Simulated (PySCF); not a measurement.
# HCGe, quartet: vertical spin and charge gaps

Geometry (PBE0/def2-TZVP stationary point for this spin, not checked as a minimum):

```xyz
3

Ge    0.0000    0.0140    0.3105
C     0.0000   -0.1369   -1.6710
H     0.0000    0.6198   -2.4658
```

Basis 6-31G (Cartesian d functions); PySCF 2.14.0. Only valence electrons are correlated (noble-gas cores and the filled d shells of p-block atoms frozen). Prefix R: restricted or restricted open-shell reference. No spin–orbit coupling is included, and no scalar relativity.

Gaps are energies of the second state less the first, at fixed atoms, for a selection of the levels run; mean-field and cluster levels share one orbital occupation for each state, and full CI takes the lowest of the symmetries tried.

Removing an electron, to the quintet: 9.301 eV at RCCSDT.

```tsv
level	gap (eV)	error (meV)
RHF	8.982	-319
RMP2	9.220	-81
RCCSD	9.297	-4
RCCSD(T)	9.300	-1
PBE	10.169	868
r2SCAN	10.004	703
PBE0	10.137	836
B3LYP	10.340	1039
wB97M-V	10.200	899
B2PLYP	9.954	653
```

Sextet less quartet: 2.535 eV at RCCSDT.

```
   level  gap (eV)  error (meV)
     RHF     1.969         -566
    RMP2     2.373         -162
   RCCSD     2.504          -31
RCCSD(T)     2.526           -9
     PBE     3.280          745
  r2SCAN     2.863          328
    PBE0     3.056          521
   B3LYP     3.434          899
 wB97M-V     3.279          744
  B2PLYP     3.132          597
```

In so small a basis the reference is far from its limit while semilocal and hybrid functionals are nearer theirs (RPA and double hybrids share much of the reference's basis error), so the functionals' errors here hold much of the reference's basis and frozen-core error, which can add to them or hide them.

Full CI isn't at hand for all of this; RCCSDT serves as the reference. It lacks quadruple excitations, which often exceed the step from CCSD(T) to CCSDT.
